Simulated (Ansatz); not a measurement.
Cost and result for the atomization energy of C$_{4}$H$_{6}$S (`CC1C=CS1`) (11 atoms, 11 bonds).

| atom | x (Å) | y (Å) | z (Å) |
| --- | --- | --- | --- |
| C1 | -0.300 | 1.442 | -0.330 |
| C2 | -0.523 | -0.046 | -0.240 |
| C3 | 0.683 | -0.940 | -0.259 |
| C4 | 0.551 | -1.517 | 0.936 |
| S5 | -0.912 | -0.690 | 1.461 |
| H6 | -1.223 | 1.995 | -0.141 |
| H7 | 0.453 | 1.763 | 0.392 |
| H8 | 0.049 | 1.704 | -1.334 |
| H9 | -1.312 | -0.380 | -0.920 |
| H10 | 1.423 | -1.064 | -1.039 |
| H11 | 1.112 | -2.269 | 1.475 |

Charge 0, multiplicity 1. All single points use the PBE0-D4/def2-TZVP geometry. Program: Ansatz. All runs use 4 threads of an Arm Neoverse N1 on a shared host. Times are those of one run each, without the atoms' runs, and a repeat can differ threefold. Electronic energies, without spin–orbit coupling; frozen cores. CCSD(T)/CBS adds CCSD(T) − MP2 in def2-TZVPP to the MP2 limit, and its time is that of the two runs behind it. T1 = 0.012. B3LYP takes the VWN-RPA correlation (the form of Gaussian; ORCA's B3LYP/G).

CCSD(T)/CBS is a level of theory with its own doubt, some kJ/mol a heavy atom from the limit and from the frozen cores, so smaller differences don't rank the functionals.

```tsv
level	functions	wall time
PBE-D4/def2-TZVPP (with forces)	250	4.5 s
PBE0-D4/def2-TZVPP	250	4.6 s
B3LYP-D4/def2-TZVPP (with forces)	250	7.5 s
r2SCAN-D4/def2-TZVPP (with forces)	250	8 s
B2PLYP/def2-TZVPP	250	9 s
ωB97X-V/def2-TZVPP	250	12 s
ωB97M-V/def2-TZVPP (with forces)	250	18 s
MP2/def2-QZVPP	478	39 s
CCSD(T)/def2-TZVPP	250	3.4 min
CCSD(T)/CBS(def2)	–	4 min
```

Question: What atomization energy does each give, and how far from CCSD(T)/CBS? (Estimate.)

Answer: Ansatz gave: 
```csv
level,atomization (kcal/mol),difference from CCSD(T)/CBS,per bond
PBE-D4/def2-TZVPP (with forces),1103.5,35.3,3.2
PBE0-D4/def2-TZVPP,1083.8,15.6,1.4
B3LYP-D4/def2-TZVPP (with forces),1068.2,0.0,0.0
r2SCAN-D4/def2-TZVPP (with forces),1074.9,6.7,0.6
B2PLYP/def2-TZVPP,1058.1,-10.1,-0.9
ωB97X-V/def2-TZVPP,1071.4,3.2,0.3
ωB97M-V/def2-TZVPP (with forces),1073.9,5.7,0.5
MP2/def2-QZVPP,1078.5,10.3,0.9
CCSD(T)/def2-TZVPP,1041.6,-26.6,-2.4
CCSD(T)/CBS(def2),1068.2,0.0,0.0
```

In def2-TZVPP, CCSD(T) changes the Hartree–Fock value by +263.5 kcal/mol (the triples alone add +19.0 kcal/mol) and MP2 by +284.8 kcal/mol; breaking electron pairs costs correlation energy, which Hartree–Fock lacks. The D4 term adds +9.5 kcal/mol with B3LYP and +4.9 kcal/mol with PBE0; it sums over pairs of atoms, weighted by their polarisabilities, and B3LYP, whose exchange is more repulsive, gets the larger term. From PBE to PBE0 (25 % exact exchange), in def2-TZVPP and without D4, the atomization energy moves by −18.7 kcal/mol: exact exchange takes away binding that semilocal exchange gives to molecules.
